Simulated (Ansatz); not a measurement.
The input, for Ansatz 0.2.0:

```yaml
crystal:
  periodic: [false, false, false]
  atoms:
    - {symbol: C, position_ang: [0.000000, -1.107900, 0.611089]}
    - {symbol: Si, position_ang: [0.000000, 0.245705, 1.689545]}
    - {symbol: Ge, position_ang: [0.000000, 0.086328, -0.798527]}
    - {symbol: H, position_ang: [0.000000, 0.133981, 3.188382]}
basis:
  gaussian: {orbitals: cc-pVDZ}
total_charge: 1
magnetization: {spin_polarized: true, initial_magnetization: 2}
hamiltonian: {xc: {name: PBE}}
correlation: {method: rpa, electrons: outside_noble_gas}
```

```sh
$ ansatz run in.yaml --threads 1 --pin off --events-out ev --progress --plain --max-ram 2393MiB
```

Output:

```
689 factors; integrals over basis functions are off by at most 1.1e-3 eV
mean field evaluation 1: about -65392.0984 eV, gradient 7.1e1 eV
mean field evaluation 2: about -65392.0932 eV, gradient 7.1e1 eV
mean field evaluation 4: about -65409.9197 eV, gradient 3.5e1 eV
mean field evaluation 8: about -65421.4933 eV, gradient 1.6e0 eV
mean field evaluation 16: about -65421.5198 eV, gradient 1.1e-3 eV
mean field evaluation 32: about -65420.7018 eV, gradient 2.8e-6 eV
mean field evaluation 64: about -65390.1246 eV, gradient 2.0e1 eV
mean field -65421.51976878 eV, -2404.1965072038 hartree, gradient 5.4e-6 eV, S^2 2.012731; 5 other end points of the search recorded, 0 dependent functions left out
20 core orbitals not correlated: weight in the atoms' cores, before any rotation towards them, 0.997 or more for the frozen orbitals, at most 0.002 for the correlated occupied ones
reference -65368.40494565 eV, -2402.2445734562 hartree; 7, 5 occupied and 37, 39 virtual orbitals, 689 factors
Total energy: -65380.81210295 eV, -2402.7005280773 hartree
```

Ran on 1 thread of Arm Neoverse V1, shared host: 11 s wall, 0.15 GiB peak host memory.
